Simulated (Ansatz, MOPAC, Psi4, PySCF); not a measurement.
System: C$_{2}$H$_{5}$S, net charge 0, doublet state. SMILES: [CH2]SC
Coordinates optimised at B3LYP-D3(BJ)/def2-TZVP (Ansatz, a first-principles code):
```
S
C 1 1.7031
H 2 1.0784 1 117.39
H 2 1.0789 3 120.79 1 -172.67
C 1 1.8098 2 101.63 3 178.37
H 5 1.0884 1 107.19 2 179.31
H 5 1.0892 6 109.47 1 -119.70
H 5 1.0894 6 109.32 7 -120.69
```
Charge 0, spin multiplicity 2.

Quantity: size of the dipole moment, in D. Conventions: no dispersion term unless named; 6-31G* and kin with 6d, 5d where marked; spin-orbit terms left out; open shells spin-unrestricted; 6-311+G** with 5d, 6d on Na to Ar in Ansatz; non-relativistic. First-principles rows: single points at B3LYP-D3(BJ) geometries (Ansatz). Semi-empirical rows: dipoles at the shared geometry.

```json
[
 {"level": "AM1", "program": "MOPAC", "size of the dipole moment (D)": "1.36"},
 {"level": "SVWN5/6-31G*", "program": "Ansatz", "size of the dipole moment (D)": "1.57"},
 {"level": "PBE/STO-3G", "program": "Ansatz", "size of the dipole moment (D)": "1.09"},
 {"level": "BP86/6-31G* (5d)", "program": "PySCF", "size of the dipole moment (D)": "1.52"},
 {"level": "B3LYP/3-21G", "program": "Ansatz", "size of the dipole moment (D)": "1.62"},
 {"level": "B3LYP/6-31G*", "program": "Ansatz", "size of the dipole moment (D)": "1.50"},
 {"level": "PBE0/6-311+G**", "program": "Ansatz", "size of the dipole moment (D)": "1.54"},
 {"level": "M06-2X/6-31G* (5d)", "program": "PySCF", "size of the dipole moment (D)": "1.51"},
 {"level": "M06-2X/6-311+G**", "program": "PySCF", "size of the dipole moment (D)": "1.52"},
 {"level": "wB97X-D/6-311+G**", "program": "Psi4", "size of the dipole moment (D)": "1.54"}
]
```

No value to compare with is used here. The 10 habitual levels span 1.09 (PBE/STO-3G) to 1.62 D (B3LYP/3-21G).

The levels are drawn from those run, B3LYP/6-31G* more often than the rest, none by its result; runs whose electronic state is in doubt are left out.
